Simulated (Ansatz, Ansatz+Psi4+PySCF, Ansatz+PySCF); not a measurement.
```xyz
5

C     0.0474   -0.6054    0.0070
C     0.0520    0.7271    0.0252
H    -0.8569   -1.1462    0.0217
H     0.9601   -1.1334    0.0191
H    -0.6899    1.5118   -0.0267
```

Basis set: cc-pVTZ (spherical functions). Frozen core: 2 orbitals. Correlation on ROHF uses semicanonical orbitals with singles. Charge 0, multiplicity 2.

Computed with Ansatz (development build ahead of 0.2.0); each method stands on the lowest determinant of its kind that the runs found.

Task: Give the atomization energy at this shape (free ground-state atoms in the same class of orbitals less the molecule, no zero-point energy) of doublet C2H3 by ROHF-MP2, UHF-MP2.

Result:

```json
{"method": "ROHF-MP2", "atomization energy": "436.16 kcal/mol"}
{"method": "UHF-MP2", "atomization energy": "429.56 kcal/mol"}
```

Caution for UHF-MP2: the unrestricted determinant is spin contaminated.
